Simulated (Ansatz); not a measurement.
A made-up structure of BSiH4O, doublet:

O1  (-1.179, -1.167, 1.210)
B2  (-0.458, -1.168, 0.183)
Si3  (0.305, 0.774, -0.124)
H4  (-0.127, -2.002, -0.622)
H5  (-1.740, -1.548, 1.903)
H6  (-0.172, 1.702, 0.924)
H7  (-0.156, 1.204, -1.470)
(Å)

It is relaxed with PBE-D4/def2-SVP and then PBE0-D4/def2-TZVP (Ansatz 0.2.0). Atoms count as bonded within 1.22 times the sum of their covalent radii (H–H: 0.88 Å). The end point is not checked to be a true minimum.

**Question.** Does its bonding change? (Judge from chemistry; the calculation decides.)

**Answer.** Computed: No: no bond forms or breaks.

Where it ends: The first stage lowers the energy by 1.05 eV in 9 steps. It ends as BSiH₄O ([OH][BH][SiH2]):
| atom | x (Å) | y (Å) | z (Å) |
| --- | --- | --- | --- |
| O1 | -1.1553 | -1.2228 | 1.5388 |
| B2 | -0.6410 | -0.9809 | 0.3060 |
| Si3 | -0.0072 | 0.8240 | -0.1563 |
| H4 | -0.5415 | -1.8659 | -0.5032 |
| H5 | -1.4146 | -2.1388 | 1.6676 |
| H6 | -0.1870 | 2.0289 | 0.6893 |
| H7 | 0.4205 | 1.1501 | -1.5372 |

Labels in which every atom is bracketed show which atoms are joined, not bond orders.

For scale, one of the runs: PBE0-D4/def2-TZVP relaxation, 123 basis functions, launched by `ansatz run in.yaml --threads 2 --pin off --events-out ev --progress --plain --max-ram 4352MiB`. Hardware: 2 CPU threads of an Intel Xeon 6975P-C, shared host. Wall time about 19 s.
